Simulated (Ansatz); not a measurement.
A calculation on rock-salt TiC returned lattice constant a 4.261 Å, formation enthalpy -0.946 eV/atom.

For reference: lattice constant a 4.33 Å (measured, temperature not stated, not corrected to a static lattice; as tabulated in Zhang et al. (2018), doi:10.1088/1367-2630/aac7f0); formation enthalpy -0.956 ± 0.02 eV/atom (measured, 298 K, copied from a table, unchecked, no zero-point or thermal correction; as tabulated in Wang et al. (2021), doi:10.1038/s41598-021-94550-5).

**Question.** Which level of theory produced these numbers?
(A) LDA (Ansatz, a quantum-chemistry and plane-wave program)
(B) PBE-D4 (Ansatz)
(C) HSE06 (Ansatz)
(D) PBE (Ansatz)

**Answer.** A, LDA (Ansatz)

The others give: PBE-D4 4.305 Å, -0.928 eV/atom; HSE06 4.305 Å, -0.999 eV/atom; PBE 4.333 Å, -0.831 eV/atom.

Unless a cell is named, each level is at its own relaxed cell (HSE06 9.97, LDA 9.67, PBE 10.17, PBE-D4 9.97 Å³/atom).

Caveats: hybrids on metals are sensitive to the k mesh and can open a false gap (HSE06). Ansatz's density-functional and Hartree–Fock values are scalar-relativistic unless marked +SOC, with PAW data made under PBE.
